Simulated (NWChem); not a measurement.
Species: NO cation

```xyz
2

N      0.0000     0.0000    -0.5714
O      0.0000     0.0000     0.5013
```
Atoms are numbered in this order, from 1.

Structure relaxed at the B3LYP/6-31G* (spherical d) level.

List the 4 lowest vertical singlet excitations from PBE/def2-TZVP, TDA (NWChem).


| state | energy (eV) | oscillator strength | leading excitation (squared amplitude) |
|---|---|---|---|
| S1 | 9.85 | 0.017 | HOMO → LUMO (0.97) |
| S2 | 9.85 | 0.017 | HOMO → LUMO+1 (0.97) |
| S3 | 10.61 | 0.000 | HOMO−2 → LUMO+1 (0.50) |
| S4 | 11.15 | 0.000 | HOMO−2 → LUMO+1 (0.49) |
